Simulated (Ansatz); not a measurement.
A made-up structure of CH₅AlN (charge -1), singlet:

C1  (-0.946, 0.892, -1.366)
Al2  (-0.041, 0.434, 0.421)
N3  (0.942, -1.304, 0.891)
H4  (-0.999, 0.175, -2.356)
H5  (-1.512, 1.962, -1.548)
H6  (0.039, 1.503, 1.898)
H7  (1.433, -1.493, 1.871)
H8  (1.085, -2.170, 0.190)
(Å)

It is relaxed with PBE-D4/def2-SVPD and then PBE0-D4/def2-TZVPD (Ansatz 0.2.0). Atoms count as bonded within 1.22 times the sum of their covalent radii (H–H: 0.88 Å). The end point is not checked to be a true minimum.

**Question.** Does its bonding change? (A judgement: the text doesn't fix the answer.)

**Answer.** The calculation gives: No: no bond forms or breaks.

Where it ends: The first stage lowers the energy by 1.45 eV in 6 steps. It ends as CH₅AlN ([CH2][AlH][NH2]), total charge -1:
```xyz
8
angstrom
C -0.8477 0.7995 -1.2217
Al -0.0365 0.3890 0.3723
N 0.8448 -1.1586 0.7893
H -0.8947 0.1597 -2.1060
H -1.3537 1.7544 -1.3827
H 0.0353 1.3405 1.6931
H 1.2782 -1.3376 1.6803
H 0.9743 -1.9469 0.1755
```

Labels in which every atom is bracketed show which atoms are joined, not bond orders.

For scale, one of the runs: PBE0-D4/def2-TZVPD relaxation, 162 basis functions, launched by `ansatz run in.yaml --threads 2 --pin off --events-out ev --progress --plain --max-ram 4352MiB`. Hardware: 2 CPU threads of an Arm Neoverse V2, shared host. Wall time about 13 s.
